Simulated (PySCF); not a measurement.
# cis-cis Peroxynitrous Acid (HNO₃): NMR shifts, electronic excitations and K edges in gas and solvents

Aim: compute the NMR shifts, electronic excitations and K edges of cis-cis Peroxynitrous Acid (HNO₃) (`O=NOO`), and see what a dielectric continuum does where one was used.

The runs use PySCF 2.14.0, with density-fitted response routines of our own; the level of theory stands in each step. All values are computed, except where a source is named. Atoms are numbered from 0 throughout.

## 1. The starting structure

5 atoms, charge 0, multiplicity 1; geometry from: GFN2-xTB. The atoms were then displaced at random by about 0.01 Å, so the start is not that level's minimum.

Bonds of the start (Å): O0–N1 1.22, N1–O2 1.29, O2–O3 1.39, O3–H4 0.98.

## 2. Relaxing the molecule at PBE0-D3(BJ)/def2-SVP

What the job is given:

```
{"job": {"xc": "PBE0", "basis": "def2-SVP", "d3": "d3bj", "grid": 1, "shake": 0.01, "kind": "geom"}, "charge": 0, "multiplicity": 1}
O      1.217010    -0.726870    -0.368330
N      1.037960     0.470630    -0.186920
O     -0.150170     0.951820    -0.087400
O     -1.228850     0.077620    -0.189170
H     -0.842370    -0.807180    -0.344520
```

Started as:

```sh
$ OMP_NUM_THREADS=1 python probes_run.py task.json out
```

One launch serves the whole session: the jobs run in the order shown.

Standard output:

```text
step   0  E = -280.31945114  max force = 0.054983
step   1  E = -280.32662321  max force = 0.019895
step   2  E = -280.32605537  max force = 0.015147
step   3  E = -280.32737925  max force = 0.007477
step   4  E = -280.32744036  max force = 0.006891
step   5  E = -280.32745503  max force = 0.003237
step   6  E = -280.32753040  max force = 0.002341
step   7  E = -280.32755685  max force = 0.001472
step   8  E = -280.32756141  max force = 0.000816
step   9  E = -280.32756420  max force = 0.000467
step  10  E = -280.32756489  max force = 0.000794
step  11  E = -280.32756541  max force = 0.001719
step  12  E = -280.32756909  max force = 0.001871
step  13  E = -280.32757246  max force = 0.001330
step  14  E = -280.32757536  max force = 0.000538
step  15  E = -280.32757552  max force = 0.000114
optimisation converged
```

It took 10 s on 1 thread of Intel Xeon 6975P-C, shared host; peak memory 0.29 GiB.

Along the way: (the energy doesn't fall at every step)

```
step  energy from step 0 (eV)  largest force component (eV/Å)
   0                   0.0000                          2.8273
   1                  -0.1952                          1.0230
   2                  -0.1797                          0.7789
   3                  -0.2157                          0.3845
   4                  -0.2174                          0.3543
   5                  -0.2178                          0.1665
   6                  -0.2198                          0.1204
   7                  -0.2206                          0.0757
   8                  -0.2207                          0.0420
   9                  -0.2208                          0.0240
  10                  -0.2208                          0.0408
  11                  -0.2208                          0.0884
  12                  -0.2209                          0.0962
  13                  -0.2210                          0.0684
  14                  -0.2211                          0.0277
  15                  -0.2211                          0.0059
```

Distances of close pairs at the start and the end, largest changes first:

```
 bond  before (Å)  after (Å)  change (Å)
N1–O2       1.286      1.345      +0.059
O0–N1       1.224      1.183      -0.042
O3–H4       0.978      0.987      +0.009
O2–O3       1.392      1.395      +0.003
```

The next job starts from the end point, and lists it.

```
                         at the end point                 value
  point group (found at 0.08 Å tolerance)                    Cs
rotational constants (GHz, main isotopes)  22.292, 8.337, 6.068
                        dipole moment (D)                  0.95
```

## 3. NMR shieldings: PBE0/pcSseg-1 in chloroform

What the job is given:

```
{"job": {"kind": "nmr", "xc": "PBE0", "basis": "pcSseg-1", "solvent": "chloroform", "pop": true}, "charge": 0, "multiplicity": 1}
O      1.090571    -0.702784    -0.308523
N      1.044994     0.469980    -0.162052
O     -0.200565     0.975455    -0.115636
O     -1.214536     0.026126    -0.247457
H     -0.686870    -0.802818    -0.342682
```

Method: GIAO PBE0/pcSseg-1 NMR shielding, non-relativistic, IEF-PCM chloroform.

Standard output:

```text
coarse grid: 4944 points
cycle   1  E = -280.3407963734  dE =  7.868e-01  |g| = 8.604e-01  |ddm| = 2.267e+00
cycle   2  E = -279.9261700987  dE =  4.146e-01  |g| = 1.771e+00  |ddm| = 1.223e+00
cycle   3  E = -280.4636219681  dE = -5.375e-01  |g| = 2.236e-01  |ddm| = 8.998e-01
cycle   4  E = -280.4677642352  dE = -4.142e-03  |g| = 1.662e-01  |ddm| = 2.150e-01
cycle   5  E = -280.4728734322  dE = -5.109e-03  |g| = 1.505e-02  |ddm| = 1.028e-01
cycle   6  E = -280.4729162055  dE = -4.277e-05  |g| = 2.639e-03  |ddm| = 1.040e-02
cycle   7  E = -280.4729172791  dE = -1.074e-06  |g| = 1.658e-03  |ddm| = 2.498e-03
final grid: 49992 points
cycle   8  E = -280.5252524339  dE = -3.827e-06  |g| = 1.150e-02  |ddm| = 1.362e-02
cycle   9  E = -280.5251965607  dE =  5.587e-05  |g| = 2.127e-02  |ddm| = 1.499e-02
cycle  10  E = -280.5252738660  dE = -7.731e-05  |g| = 1.892e-03  |ddm| = 1.031e-02
cycle  11  E = -280.5252743930  dE = -5.269e-07  |g| = 8.468e-04  |ddm| = 1.417e-03
cycle  12  E = -280.5252745245  dE = -1.315e-07  |g| = 7.505e-05  |ddm| = 5.028e-04
cycle  13  E = -280.5252745258  dE = -1.308e-09  |g| = 2.065e-05  |ddm| = 6.947e-05
cycle  14  E = -280.5252745259  dE = -8.299e-11  |g| = 4.356e-06  |ddm| = 1.588e-05
converged SCF energy = -280.5252745259

GIAO shielding tensors (ppm)
atom      isotropic    diamagn.    paramagn.     s11        s22        s33       span
  0 O     -406.195     399.277    -805.472  -1039.557   -445.608    266.581   1306.138
  1 N     -310.992     301.344    -612.336   -719.600   -240.164     26.788    746.388
  2 O     -207.104     390.540    -597.644   -641.609    -24.685     44.982    686.590
  3 O       16.792     385.516    -368.723   -399.787    222.088    228.076    627.863
  4 H       17.086      27.750     -10.664     12.373     16.769     22.115      9.742
```

Wall time 2 s (1 thread of Intel Xeon 6975P-C, shared host); peak memory 0.36 GiB.

Shifts follow as δ = σ(reference) − σ, with reference shieldings (ppm) from runs at the same level and on the same kind of geometry: ¹H TMS 31.25, ¹⁵N NH3 267.8, ¹⁷O H2O 341.0. The references are single molecules in the same continuum, so shifts against H2O, NH3, PH3, H3PO4 or CFCl3 are not on the usual liquid scales and can be off by tens of ppm.

```
atoms                        environment  σ (ppm)  δ (ppm)
   H4  hydrogen on an oxygen bonded to O    17.09    14.16
   O0                 oxygen bonded to N   -406.2    747.2
   O2              oxygen bonded to N, O   -207.1    548.1
   O3              oxygen bonded to O, H     16.8    324.2
   N1                   nitroso nitrogen   -311.0    578.8
```

The run also stored atomic charges by several schemes (e):

```
atoms  Mulliken    IAO  Hirshfeld  ESP fit
   O0     -0.29  -0.26      -0.11    -0.16
   N1      0.33   0.27       0.11     0.08
   O2     -0.11  -0.04       0.01     0.01
   O3     -0.20  -0.34      -0.15    -0.35
```

Mayer bond orders: O0–N1 1.72, N1–O2 1.07, O2–O3 0.90.

## 4. Nuclear shieldings: PBE0/pcSseg-1 in tetrahydrofuran

What the job is given:

```
{"job": {"kind": "nmr", "xc": "PBE0", "basis": "pcSseg-1", "solvent": "tetrahydrofuran", "pop": false}, "charge": 0, "multiplicity": 1}
O      1.090571    -0.702784    -0.308523
N      1.044994     0.469980    -0.162052
O     -0.200565     0.975455    -0.115636
O     -1.214536     0.026126    -0.247457
H     -0.686870    -0.802818    -0.342682
```

Level: GIAO PBE0/pcSseg-1 NMR shielding, non-relativistic, IEF-PCM tetrahydrofuran.

Standard output:

```text
coarse grid: 4944 points
cycle   1  E = -280.3421162449  dE =  7.855e-01  |g| = 8.576e-01  |ddm| = 2.267e+00
cycle   2  E = -279.9359493509  dE =  4.062e-01  |g| = 1.757e+00  |ddm| = 1.214e+00
cycle   3  E = -280.4644887315  dE = -5.285e-01  |g| = 2.205e-01  |ddm| = 8.901e-01
cycle   4  E = -280.4685837869  dE = -4.095e-03  |g| = 1.626e-01  |ddm| = 2.108e-01
cycle   5  E = -280.4734619215  dE = -4.878e-03  |g| = 1.466e-02  |ddm| = 1.003e-01
cycle   6  E = -280.4735025446  dE = -4.062e-05  |g| = 2.246e-03  |ddm| = 9.858e-03
cycle   7  E = -280.4735036054  dE = -1.061e-06  |g| = 7.396e-04  |ddm| = 2.114e-03
final grid: 49992 points
cycle   8  E = -280.5258332919  dE = -2.554e-06  |g| = 1.207e-02  |ddm| = 1.383e-02
cycle   9  E = -280.5257740353  dE =  5.926e-05  |g| = 2.213e-02  |ddm| = 1.524e-02
cycle  10  E = -280.5258567440  dE = -8.271e-05  |g| = 1.873e-03  |ddm| = 1.044e-02
cycle  11  E = -280.5258572602  dE = -5.161e-07  |g| = 8.454e-04  |ddm| = 1.381e-03
cycle  12  E = -280.5258573880  dE = -1.279e-07  |g| = 7.513e-05  |ddm| = 4.841e-04
cycle  13  E = -280.5258573893  dE = -1.233e-09  |g| = 3.034e-05  |ddm| = 7.397e-05
cycle  14  E = -280.5258573894  dE = -1.276e-10  |g| = 1.629e-05  |ddm| = 2.478e-05
converged SCF energy = -280.5258573894

GIAO shielding tensors (ppm)
atom      isotropic    diamagn.    paramagn.     s11        s22        s33       span
  0 O     -406.719     399.302    -806.021  -1040.922   -445.622    266.386   1307.308
  1 N     -310.679     301.351    -612.030   -718.947   -239.716     26.625    745.573
  2 O     -206.161     390.606    -596.767   -640.031    -24.496     46.045    686.076
  3 O       16.761     385.573    -368.811   -399.609    222.771    227.122    626.731
  4 H       17.028      27.692     -10.663     12.314     16.754     22.017      9.703
```

Run time: 1.4 s. Hardware: 1 thread of Intel Xeon 6975P-C, shared host; peak memory 0.36 GiB.

Key values: δ O0 748.5, O2 548.0, O3 325.0, N1 578.8, H4 14.22 ppm.

## 5. TDDFT and polarisability: CAM-B3LYP/def2-SVPD

What the job is given:

```
{"job": {"kind": "uv", "xc": "CAM-B3LYP", "basis": "def2-SVPD", "dynamic": true, "nstates": 6, "ntriplets": 0}, "charge": 0, "multiplicity": 1}
O      1.090571    -0.702784    -0.308523
N      1.044994     0.469980    -0.162052
O     -0.200565     0.975455    -0.115636
O     -1.214536     0.026126    -0.247457
H     -0.686870    -0.802818    -0.342682
```

With the program's defaults for keys left out, this is: TDDFT CAM-B3LYP/def2-SVPD, vertical, gas phase, core orbitals frozen in the response.

Standard output:

```text
coarse grid: 4944 points
cycle   1  E = -280.3378148325  dE =  7.524e-01  |g| = 8.982e-01  |ddm| = 2.684e+00
cycle   2  E = -280.0615188898  dE =  2.763e-01  |g| = 1.569e+00  |ddm| = 1.628e+00
cycle   3  E = -280.4850548854  dE = -4.235e-01  |g| = 1.857e-01  |ddm| = 1.059e+00
cycle   4  E = -280.4888099241  dE = -3.755e-03  |g| = 1.218e-01  |ddm| = 2.026e-01
cycle   5  E = -280.4915498488  dE = -2.740e-03  |g| = 1.578e-02  |ddm| = 9.061e-02
cycle   6  E = -280.4916122297  dE = -6.238e-05  |g| = 3.597e-03  |ddm| = 1.673e-02
cycle   7  E = -280.4916174653  dE = -5.236e-06  |g| = 1.552e-03  |ddm| = 6.603e-03
final grid: 49992 points
cycle   8  E = -280.5497471042  dE = -1.396e-05  |g| = 3.100e-03  |ddm| = 2.076e-02
cycle   9  E = -280.5497433831  dE =  3.721e-06  |g| = 5.889e-03  |ddm| = 6.020e-03
cycle  10  E = -280.5497493550  dE = -5.972e-06  |g| = 4.274e-04  |ddm| = 3.639e-03
cycle  11  E = -280.5497494053  dE = -5.029e-08  |g| = 3.456e-04  |ddm| = 6.487e-04
cycle  12  E = -280.5497494340  dE = -2.875e-08  |g| = 1.367e-04  |ddm| = 4.032e-04
cycle  13  E = -280.5497494398  dE = -5.792e-09  |g| = 3.342e-05  |ddm| = 1.947e-04
cycle  14  E = -280.5497494404  dE = -5.616e-10  |g| = 7.870e-06  |ddm| = 7.793e-05
converged SCF energy = -280.5497494404

Static polarisability (au): isotropic 25.024, principal 17.050 25.328 32.696

Singlet excitations
state   eV       nm        f      main configurations
  1   4.1180    301.1   0.00229   H-1->L 0.99
  2   5.7461    215.8   0.05937   H->L 0.94
  3   6.5095    190.5   0.00138   H->L+1 0.84
  4   7.6762    161.5   0.00177   H-4->L 0.76, H-2->L 0.15
  5   7.7840    159.3   0.03722   H-1->L+1 0.93
  6   8.2659    150.0   0.00002   H-2->L 0.82, H-4->L 0.14
```

Run time: 3.8 s. Hardware: 1 thread of Intel Xeon 6975P-C, shared host; peak memory 0.42 GiB.

The orbitals next to the gap, with their largest atomic shares:

```
orbital      eV                      atoms
 HOMO−3  -14.23  O3 30 %, O0 29 %, O2 26 %
 HOMO−2  -14.21  O3 42 %, O2 32 %, O0 10 %
 HOMO−1  -10.93  O0 47 %, N1 31 %, O2 14 %
   HOMO  -10.79  O3 50 %, O2 30 %, O0 11 %
   LUMO   -1.56  N1 48 %, O0 33 %, O2 16 %
 LUMO+1    0.65  O3 44 %, O2 29 %, H4 12 %
 LUMO+2    2.35  O3 32 %, O2 27 %, O0 26 %
```

With each of the 6 states as a Gaussian band of 0.4 eV half-width at 1/e, the curve within the window shown has maxima at 301 nm (ε 93), 216 nm (ε 2,400), 160 nm (ε 1,600) L/(mol cm). Beyond the last state computed it falls off for lack of states. The curve at chosen wavelengths:

nm, ε (L/mol/cm) and a bar:
```
      145         34 
      153        775 ##########
      162       1452 ###################
      170        389 #####
      178         43 
      186         59 #
      195        266 ###
      203       1046 ##############
      211       2142 #############################
      220       2248 ##############################
      228       1359 ##################
      236        547 #######
      244        159 ##
      253         31 
      261         13 
      269         21 
      277         41 
      286         68 #
      294         87 #
      302         93 #
      311         84 #
      319         67 #
      327         48 #
      335         32 
      344         18 
      352         10
```

Leading natural transition orbitals of singlet state 2: the hole lies on O3 55 %; O2 26 %; O0 10 %; the particle on N1 52 %; O0 31 %; O2 14 %.

Leading natural transition orbitals of singlet state 1: the hole lies on O0 53 %; N1 25 %; O2 14 %; the particle on N1 51 %; O0 32 %; O2 14 %.

Further results of this job:

```
           property  computed
  dipole moment (D)      0.88
polarisability (Å³)      3.71
 HOMO–LUMO gap (eV)      9.22
      −ε(HOMO) (eV)     10.79
C6 with itself (au)       312
```

The fields below are evaluated on a grid from the run's orbitals.

Frontier orbitals at CAM-B3LYP/def2-SVPD, with the share of their density that lies nearest to each atom:

```
orbital  energy (eV)                    lies on
   HOMO       -10.79  O3 50 %; O2 29 %; O0 11 %
   LUMO        -1.56  N1 51 %; O0 31 %; O2 14 %
```

ELF in a plane through or near 5 of the atoms.

Ten even steps from '0' (0.00) to '9' (0.98):
```
0000000000000000000000000000
0000000000000000000000000000
0000000000000000000000000000
0000000000000245410000000000
0000002320001577630000000000
0000168875103799840000000000
0000589998514788840000000000
0001589999766452633554310000
0000148895727767767988630000
0000013564245334512898631000
0000001257874005853777420000
0000135686467318997644210000
0000368997489528996210000000
0000257788888412563000000000
0000135566665200121000000000
0000001122221000000000000000
0000000000000000000000000000
0000000000000000000000000000
0000000000000000000000000000
0000000000000000000000000000
```
The map spans 7.6 Å across and 7.2 Å up, centred on the molecule. Atoms in the plane (x, y in Å): O0 (-1.1, -0.7), N1 (-1.1, 0.5), O2 (0.2, 1.0), O3 (1.2, 0.1), H4 (0.7, -0.8).

On the surface of density 0.002 e/bohr³ the electrostatic potential runs, from the 1st to the 99th percentile, from -0.70 V near O3 to 2.38 V near H4.

[end of part 1 of 2]
